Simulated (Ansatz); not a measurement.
Basis-set extrapolation for C$_{4}$H$_{8}$O$_{2}$, SMILES `C1COCOC1` (PBE0-D4/def2-TZVP geometry, frozen core, the Gaussian-basis code of Ansatz). Multiplicity 1, RHF reference.

```
                      def2-TZVPP   def2-QZVPP
                 HF  -305.958541  -305.972691
    MP2 correlation    -1.146606    -1.227402
CCSD(T) correlation    -1.233706      not run
```

Energies in hartree. Use E(X) = E(∞) + A·exp(−7.88·√X) for Hartree–Fock and E(X) = E(∞) + B·X^(−2.97) for correlation, with X = 3 and 4, and add CCSD(T) minus MP2 of the smaller set to the MP2 limit.

Question: What is the CCSD(T) energy at the basis-set limit?

Answer: HF limit: -305.972691 + (-0.014150) × 0.13774 = -305.97464. MP2 limit: -1.227402 + (-0.080796) × 0.74074 = -1.28725. Higher-order term: -1.233706 − (-1.146606) = -0.08710. Total: -307.34899 hartree, 98.4 kcal/mol below CCSD(T)/def2-TZVPP.
